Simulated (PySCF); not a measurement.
**NO: script and output**

The script input.py:

```python
from pyscf import gto, dft

mol = gto.M(
    atom='N 0 0 0; O 0 0 1.129',
    basis='cc-pvtz',
    charge=0,
    spin=1,
    verbose=4,
)
mf = dft.ROKS(mol, xc='tpss')
mf.kernel()
mf.analyze()
print('orbital energies (hartree):', mf.mo_energy[..., max(0, mol.nelec[1]-3):mol.nelec[0]+3].round(4))
```

```bash
$ OMP_NUM_THREADS=1 python input.py
```

The log (some set-up lines and the per-cycle HOMO/LUMO lines with their warnings removed):

```
PySCF version 2.14.0

[INPUT] Symbol           X                Y                Z      unit          X                Y                Z       unit  Magmom
[INPUT]  1 N      0.000000000000   0.000000000000   0.000000000000 AA    0.000000000000   0.000000000000   0.000000000000 Bohr   0.0
[INPUT]  2 O      0.000000000000   0.000000000000   1.129000000000 AA    0.000000000000   0.000000000000   2.133500794634 Bohr   0.0

nuclear repulsion = 26.2479396027635
number of shells = 18
number of NR pGTOs = 84
number of NR cGTOs = 60
basis = cc-pvtz
ecp = {}

******** <class 'pyscf.dft.roks.ROKS'> ********
method = ROKS
initial guess = minao
damping factor = 0
level_shift factor = 0
DIIS = <class 'pyscf.scf.diis.CDIIS'>
SCF conv_tol = 1e-09
SCF max_cycles = 50
num. doubly occ = 7  num. singly occ = 1
XC functionals = tpss

grids dens level: 3
tot grids = 27984
init E= -130.231119858957

cycle= 1 E= -129.917681296381  delta_E= 0.313  |g|= 0.475  |ddm|= 1.06

cycle= 2 E= -129.541188143179  delta_E= 0.376  |g|= 1.44  |ddm|= 0.487

cycle= 3 E= -129.954868122134  delta_E= -0.414  |g|= 0.0951  |ddm|= 0.424

cycle= 4 E= -129.956857577437  delta_E= -0.00199  |g|= 0.00917  |ddm|= 0.057

cycle= 5 E= -129.956870921911  delta_E= -1.33e-05  |g|= 0.00325  |ddm|= 0.00686

cycle= 6 E= -129.956872950746  delta_E= -2.03e-06  |g|= 0.000357  |ddm|= 0.00174

cycle= 7 E= -129.956872976521  delta_E= -2.58e-08  |g|= 0.000209  |ddm|= 0.000236

cycle= 8 E= -129.956872985759  delta_E= -9.24e-09  |g|= 1.39e-05  |ddm|= 7.45e-05

cycle= 9 E= -129.956872985802  delta_E= -4.25e-11  |g|= 8.5e-07  |ddm|= 8.64e-06

Extra cycle  E= -129.956872985801  delta_E= 1.02e-12  |g|= 2.23e-06  |ddm|= 4.33e-06
converged SCF energy = -129.956872985801
**** SCF Summaries ****
Total Energy =                        -129.956872985800658
Nuclear Repulsion Energy =              26.247939602763509
One-electron Energy =                 -228.964017430765921
Two-electron Energy =                   72.759204842201740
Two-electron Coulomb Energy =           88.170160401056322
DFT Exchange-Correlation Energy =      -15.410955558854582
**** MO energy ****
                Roothaan           | alpha              | beta
MO #1   energy= -19.0119792338108  | -19.0167936621652  | -19.0071648054563  occ= 2
MO #2   energy= -14.2186233108907  | -14.2257323568397  | -14.2115142649417  occ= 2
MO #3   energy= -1.17525668177829  | -1.18321759485042  | -1.16729576870618  occ= 2
MO #4   energy= -0.611881430747378 | -0.626548495567302 | -0.597214365927447 occ= 2
MO #5   energy= -0.471187066667124 | -0.476098318246884 | -0.466275815087375 occ= 2
MO #6   energy= -0.45662839803572  | -0.48381502760913  | -0.429441752582333 occ= 2
MO #7   energy= -0.422536782045373 | -0.432782320219154 | -0.412291243871575 occ= 2
MO #8   energy= -0.125931217606672 | -0.13340650980196  | -0.118455925411013 occ= 0
MO #9   energy= -0.115644780679616 | -0.156773159069951 | -0.0745164224436278 occ= 1
MO #10  energy= 0.232645099277214  | 0.227864751525975  | 0.237425447028416  occ= 0
MO #11  energy= 0.408110500615662  | 0.404419180327913  | 0.411801820903389  occ= 0
MO #12  energy= 0.41592521289373   | 0.399093910963339  | 0.432756519192585  occ= 0
[48 lines left out]
 ** Mulliken pop on meta-lowdin orthogonal AOs  **
 ** Mulliken pop  **
pop of  0 N 1s            1.99994
pop of  0 N 2s            1.68727
pop of  0 N 3s            0.02381
pop of  0 N 4s            0.00002
pop of  0 N 2px           0.72301
pop of  0 N 2py           1.32899
pop of  0 N 2pz           1.13756
pop of  0 N 3px           0.00206
pop of  0 N 3py           0.00954
pop of  0 N 3pz           0.01054
pop of  0 N 4px           0.00005
pop of  0 N 4py           0.00007
[48 lines left out]
 ** Mulliken atomic charges  **
charge of    0N =      0.05684
charge of    1O =     -0.05684
Dipole moment(X, Y, Z, Debye):  0.00000,  0.00000,  0.22671
orbital energies (hartree): [-0.4712 -0.4566 -0.4225 -0.1259 -0.1156  0.2326  0.4081]
```

In short: E(SCF) = -129.956873 Eh, 9 cycles, μz(SCF) = 0.23 D.

It ran on Intel Xeon 6975P-C (1 thread, shared host) in 3.3 s.

The bond length is a typed value, not an optimised one. No search for the lowest solution was made.
